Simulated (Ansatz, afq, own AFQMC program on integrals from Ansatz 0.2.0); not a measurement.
## CH₂N, quartet in cc-pVDZ along one coordinate

```xyz
4

N    -0.0315    0.0000    0.7755
C     0.0708    0.0000   -0.7036
H    -0.2030   -0.9302   -1.1965
H    -0.2030    0.9302   -1.1966
```

The N1–C2 distance is changed with both sides rigid. Energies in kJ/mol count from this geometry (1.483 Å) at the same level; the start stands on UHF, each point on the determinant named.

Basis cc-pVDZ. Only valence electrons are correlated. AFQMC by an in-house program on the Cholesky factors that Ansatz 0.2.0 writes for its CCSD(T) run. ph-AFQMC/CISD is guided by a CISD state made of CCSD amplitudes; releasing the constraint for a short imaginary time cuts its bias at the price of noise, slowly where states lie close. Error bars are statistical, one sigma.

Cautions, each for one point or more: CCSDT(Q) on the UHF determinant differs, perhaps since the unrestricted series falls towards higher spin; a spin-contaminated unrestricted determinant lies lower; cluster runs in doubt by the program's own checks; higher spins were not checked; lower spins were not checked; strong correlation; unrestricted determinant spin contaminated; walk and cluster series may follow different spin states.

```
r(N1–C2) / Å   det.     T1  weight  ⟨S²⟩  CCSD(T)  ph-AFQMC/CISD  released AFQMC  CCSDT(Q)    PBE0   B3LYP
       1.322    UHF  0.015    0.91  3.76     63.8     64.2 ± 1.2      60.0 ± 1.9      64.2    51.5    54.9
       1.628    UHF  0.012    0.90  3.77     11.0     11.3 ± 1.4               –      10.3    19.5    15.0
       2.077   UHF¶  0.062    0.79  4.25    141.1    137.8 ± 2.1    129.2 ± 3.5*     131.6   181.0   162.5
       2.754  ROHF¶  0.038    0.87  pure    282.9    279.1 ± 1.8    279.2 ± 3.0*     283.5  292.4§  278.5§
       4.027   ROHF  0.010    0.89  pure    273.7    269.3 ± 1.7    265.8 ± 3.1*     273.3  309.5§  298.5§
```

Weight is that of the determinant in the CISD state; at the start T1 is 0.012 and the weight 0.91, and ⟨S²⟩ is 3.77. ¶ marks points with a poor determinant and no full CI, where no value is sure; they don't count among the departures. An asterisk marks released energies that aren't shown to be converged. A dash marks a missing value, a released energy that hasn't settled or a functional that sits on another state. § marks a functional whose ⟨S²⟩ is too high by over 0.1. Largest departures from CCSDT(Q), at the points where its series has closed: CCSD(T) 0.7 kJ/mol at 1.628 (on UHF), ph-AFQMC/CISD -4.0 kJ/mol at 4.027 (on ROHF), PBE0 -12.7 kJ/mol at 1.322, B3LYP -9.3 kJ/mol at 1.322. Functionals count only at points shown to share the start's state and spin. In this small basis the wave-function levels are far from their limit, so their gap to the functionals isn't the functionals' error.

Some points may be missing: those where a free walk finds a much lower state, and past Zn most of those on another determinant than at the start.

A walk keeps the symmetry of its determinant, which the program's search chose and which needn't be the lowest solution, so a lower state of the same spin and another symmetry isn't excluded.
